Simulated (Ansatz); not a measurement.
MgMe(OH) (CH4MgO). The state is a triplet with charge 0. Geometry PBE0-D4/def2-TZVP, that of the neutral singlet; atoms count from 1.

```xyz
7

Mg    0.642   -0.298   -0.119
C    -1.210    0.569    0.221
H    -1.709    0.123    1.087
H    -1.876    0.445   -0.637
H    -1.123    1.643    0.413
O     2.218   -1.035   -0.410
H     3.058   -1.447   -0.555
```

At PBE0-D4/def2-TZVP a singlet of charge 0 lies 4.76 eV below the triplet at the same geometry.

Estimate the Mulliken populations from the PBE0/def2-TZVP orbitals of Ansatz.


| atom | charge (e) | spin (α − β) |
| --- | --- | --- |
| Mg1 | 0.09 | 1.23 |
| C2 | -0.23 | 0.65 |
| H3 | 0.19 | 0.02 |
| H4 | 0.19 | 0.02 |
| H5 | 0.19 | 0.02 |
| O6 | -0.70 | 0.02 |
| H7 | 0.28 | 0.03 |
Mulliken values and Mayer orders depend strongly on the basis.

Where does the spin sit?

Summed by element: Mg 1.23, C 0.65, H 0.09, O 0.02, of 2 unpaired in all. Largest on single atoms: Mg1 1.23, C2 0.65, H7 0.03.

And the Mayer bond orders between bonded heavy atoms (over 0.3)?

Mg1–O6 0.88 (1.76 Å).
